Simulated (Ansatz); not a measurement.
An Ansatz input:

```yaml
crystal:
  lattice:
    - [12.0, 0.0, 0.0]
    - [0.0, 12.3, 0.0]
    - [0.0, 0.0, 12.6]
  atoms:
    - { symbol: "N", position: [0.5, 0.5, 0.4566240054] }
    - { symbol: "N", position: [0.5, 0.5, 0.5433759946] }
hamiltonian:
  xc: r2scan
  pseudopotentials:
    kind: paw
    azcp:
      "N": "pseudopotentials/N.paw.azcp"
basis:
  ecutwfc: 500
  fft_grid_basis: typed
kpoints:
  mp_grid: { grid: [1, 1, 1], shift: [0, 0, 0] }
magnetization:
  spin_polarized: false
scf:
  occupations: { method: fermi_dirac, width: 0.01 }
```

Terminal output

```
Engine: ansatz 0.2.0, x86_64-unknown-linux-gnu
Pseudopotentials: kind: paw
Pseudopotential: N, paw, valence charge 5, recommended cutoff 500 eV (meta_gga) 
Functional definition: r2SCAN
  parameter k0 = 0.174
  parameter k1 = 0.065
  parameter a1 = 4.9479
  exchange = r2scan_x(k0 = k0, k1 = k1, a1 = a1)
  correlation = r2scan_c
Crystal: 2 atoms, lattice volume = 1859.760 Å³
Basis set: ecut = 500 eV, 47207 PW (Γ), exchange–correlation on 360×360×384 points (64 copies of the dense FFT grid, shifted against one another)
Bands: 9, of which v1, the nominal top of the filled ones, is band 5 counted from 1 (4 counted from 0)
Symmetry: 8 space group operations
Space group: Pmmm (ITA 47), of the structure as read, at distance tolerance 1.2e-4 Å
k-points: 1
Non-local potential: N, projectors of the file, l = 0: 2, l = 1: 2, l = 2: 1
PAW form: soft (Blöchl's): semilocal exchange-correlation on the pseudo side does not see the compensation charge
PAW frozen core: N, regenerated for the run's functional (the file was generated under x = pbe(κ = 0.804, μ = 0.2195149727645171), c = pbe(β = 0.06672455060314922))
PAW one-centre angular grid: N, 302 points (default); XC on 160 Gauss nodes
Initial density: superposition of atomic densities (neutral atoms: chi_scale 0, normalization atom), corrected by the library's trained network
Initial wavefunctions: pseudopotential atomic-orbital guess
Functional: x = r2scan, c = r2scan; τ floored in thin density (d = 2e-4 eV/Å³)
SCF iter   1: F=—  HF=-769.596823 eV  |F-HF|=—  |Δ(HF+E_count)|=         —  Δρ=1.57e-3  dr2=2.08e-2  dr2_τ=4.46e-1  ethr=1.77e-3  ⟨swp⟩=5.0  Hψ=58  notcnv=0
SCF iter   2: F=—  HF=-769.616985 eV  |F-HF|=—  |Δ(HF+E_count)|=   2.02e-2  Δρ=7.28e-4  dr2=2.79e-3  dr2_τ=6.88e-4  ethr=2.08e-4  ⟨swp⟩=3.0  Hψ=29  notcnv=0
SCF iter   3: F=—  HF=-769.622820 eV  |F-HF|=—  |Δ(HF+E_count)|=   5.84e-3  Δρ=1.64e-4  dr2=1.44e-4  dr2_τ=3.02e-5  ethr=2.79e-5  ⟨swp⟩=6.0  Hψ=24  notcnv=0
SCF iter   4: F=—  HF=-769.623945 eV  |F-HF|=—  |Δ(HF+E_count)|=   1.13e-3  Δρ=1.47e-5  dr2=1.88e-6  dr2_τ=4.32e-7  ethr=1.44e-6  ⟨swp⟩=9.0  Hψ=27  notcnv=0
SCF iter   5: F=—  HF=-769.623999 eV  |F-HF|=—  |Δ(HF+E_count)|=   5.44e-5  Δρ=3.01e-6  dr2=6.22e-8  dr2_τ=1.04e-8  ethr=1.88e-8  ⟨swp⟩=6.0  Hψ=33  notcnv=0
SCF iter   6: F=-769.624000 eV  HF=-769.624000 eV  |F-HF|=3.10e-8  |Δ(HF+E_count)|=   5.16e-7  Δρ=2.51e-7  dr2=4.06e-10  dr2_τ=8.62e-11  ethr=6.22e-10  ⟨swp⟩=1.0  Hψ=27  notcnv=0
SCF 1 converged in 6 iterations: F = -769.624000 eV  dr2 = 4.06e-10
SCF converged after 6 iterations
Free energy (F): -769.624000 eV
Harris-Foulkes:  -769.624000 eV  (|F-HF|=3.10e-8)
Internal energy: -769.624000 eV  (E = F + TS)
E sigma→0 (E₀):  -769.624000 eV
Fermi energy:    -6.073364 eV
--- Per-component energies (eV) ---
  E_band       = -156.394648
  E_kinetic    = 251.387180
  E_local      = -1505.086344  (includes V_loc(G=0)·N_el)
  E_nonlocal   = 95.199207
  E_hartree    = 596.755007
  E_xc         = -113.601077
  E_vxc        = -164.017057  (∫ρ·V_xc dr)
  E_paw        = -257.979459  (= ΣΔE_a)
  E_vpaw       = -39.500735  (= ΣTr[D̂ρ^β])
  E_aug_tail   = 0.000036  (compensation charges beyond the density's cutoff)
  E_vtau       = 12.112832  (kinetic-family band-sum trace: ∫τ·v_τ [+ j·A + Jᵃ·Aᵃ] dr)
  E_ewald      = 163.760579
  E_core_change = -0.059129  (= ΣΔE_core)
  E_smearing   = -0.000000  (= −TS)
  E_closure    = -0.000000  (closes the sum)
  Σ components = -769.624000   (vs F -769.624000, Δ=0.00e0)
```
